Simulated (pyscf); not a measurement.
A first-order saddle from PySCF, ωB97X-D3(BJ)/def2-SVP:

```xyz
9

C      0.1817     0.3157    -0.7438
Br     1.8081     1.2329    -0.3813
H     -0.4517     0.1707     0.4089
H     -0.4719     0.9129    -1.3902
H      0.3753    -0.6933    -1.1263
C     -1.0528     0.0491     1.6198
H     -1.9100    -0.6179     1.4649
H     -0.2682    -0.3745     2.2588
H     -1.3310     1.0758     1.8880
```
Charge 0, spin multiplicity 2.

Surface: doublet, charge 0. Lowest wavenumbers (cm⁻¹): 1832i, 27, 94, 320, 475.

Task: Name the species on either side of this saddle.

Result: H₃C–Br + CH₃• ⇌ •H₂C–Br + CH₄, a hydrogen abstraction read from left to right: C–H broken and C–H formed. At ωB97M-D3(BJ)/def2-TZVP it lies +59.0 kJ/mol from the left side and +78.5 kJ/mol from the right (each side as separated species at their lowest minima found). One saddle was located; it need not be the lowest between these sides. The angle at the transferred H is 177°. Elements up to Kr have no core potential and no relativistic terms here.
